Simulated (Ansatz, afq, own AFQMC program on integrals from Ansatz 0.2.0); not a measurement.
# Where AFQMC and coupled cluster stand for B$_{2}$, singlet

```yaml
atoms:
  - { symbol: B, position_ang: [0.0000, 0.0000, 0.0000] }
  - { symbol: B, position_ang: [0.0000, 0.0000, 2.0130] }
```

Basis cc-pVDZ. Only valence electrons are correlated. Integrals, coupled cluster, full CI and functionals: Ansatz 0.2.0; the random walks run on the same integrals in our own AFQMC program. ph-AFQMC/CISD is guided by a CISD state made of CCSD amplitudes; releasing the constraint for a short imaginary time cuts its bias at the price of noise, slowly where states lie close. Uncertainties: one standard error, sampling alone.

Determinant: RHF, the one that the program's search chose, which needn't be the lowest solution. The geometry is a point of a scan.

Full CI on the same integrals is exact in this basis and with this determinant's frozen core.

Cautions: higher spins were not checked; restricted determinant unstable towards unrestricted (UHF 1.08 eV lower, ⟨S²⟩ 1.27); the ph-AFQMC/CISD walk drifts between its halves (2.8 errors); the released energy hasn't reached full CI (47 meV above it at 2.40 1/Eh), so no released level is given (meV from the phaseless value at times in 1/Eh: -11 ± 5 at 0.24, -18 ± 5 at 0.51, -30 ± 5 at 0.99, -43 ± 4 at 1.62, -35 ± 5 at 2.40); CCSDTQ on the UHF determinant differs (565 meV lower), perhaps since the unrestricted series falls towards higher spin.

- T1 diagnostic: 0.0173
- weight of the determinant in the CISD state: 0.831
- size of the correlated space: 6 electrons in 26 orbitals

Reference: full CI, correlation energy -4.256 eV.

```tsv
level	E − E(reference) (mEh)	share of correlation (%)
HF	156.42	0.00
MP2	56.28	64.02
CCSD	7.61	95.14
CCSD(T)	3.45	97.79
CCSDT	1.56	99.01
CCSDT(Q)	0.86	99.45
CCSDTQ	0.11	99.93
ph-AFQMC/CISD	3.01 ± 0.14	98.08
```

CCSDT and higher add their correlation energy to the determinant of the CCSD(T) run, since their own runs factorise the integrals more tightly (a shift of under 2 meV). A walk keeps the symmetry of its determinant, which the program's search chose and which needn't be the lowest solution, so a lower state of the same spin and another symmetry isn't excluded.
